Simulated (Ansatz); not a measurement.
`[NH2][Al][SH]`• → Al• + 3 H• + N• + S•  (atomization)

Computed with Ansatz on PBE0-D4/def2-TZVP structures; ΔE is electronic, products minus reactants. CCSD(T)/CBS adds triple-zeta CCSD(T) − MP2 to the extrapolated MP2 energy (def2 sets, frozen cores). This one scheme is used for every species, atoms too. Functionals use def2-TZVPP. Open shells (•) are unrestricted, without spin–orbit coupling. Spin–orbit coupling would lower the free atoms: a little for Al, S. Each species was taken in one conformer, which may not be the lowest.

**Question.** What is ΔE at CCSD(T)/CBS? (Estimate.)

**Answer.** Computed: +1803.3 kJ/mol.

**Question.** What do these levels give: revPBE-D4, BLYP-D4, r2SCANh-D4, r2SCAN0-D4, ωB97X-V, HF/def2-SVP, CCSD/def2-SVP, CCSD(T)/def2-SVP, SCS-MP2/def2-TZVPP, HF/def2-QZVPP, MP2/CBS(def2), CCSD/CBS(def2)? (An estimate is asked.)

**Answer.** Ansatz gave: revPBE-D4 1790.5, BLYP-D4 1804.4, r2SCANh-D4 1800.0, r2SCAN0-D4 1778.0, ωB97X-V 1810.6, HF/def2-SVP 1217.8, CCSD/def2-SVP 1613.7, CCSD(T)/def2-SVP 1634.5, SCS-MP2/def2-TZVPP 1765.0, HF/def2-QZVPP 1241.1, MP2/CBS(def2) 1835.0, CCSD/CBS(def2) 1771.3 kJ/mol.

Largest T1 diagnostic among the species: 0.018.

From PBE to PBE0 (25 % exact exchange), in def2-TZVPP and without D4, ΔE moves by −37.3 kJ/mol: exact exchange takes away binding that semilocal exchange gives to molecules. The D4 term adds +18.6 kJ/mol with B3LYP and +9.5 kJ/mol with PBE0; it sums over pairs of atoms, weighted by their polarisabilities, and B3LYP, whose exchange is more repulsive, gets the larger term.

B3LYP here is the variant with VWN-RPA as its local correlation; programs differ in this.

For atomizations the MP2-based limit and the directly extrapolated one differ by several kJ/mol either way, and by 10 to 25 for some Ge, Se and Sn compounds, so smaller differences from it don't rank the levels.
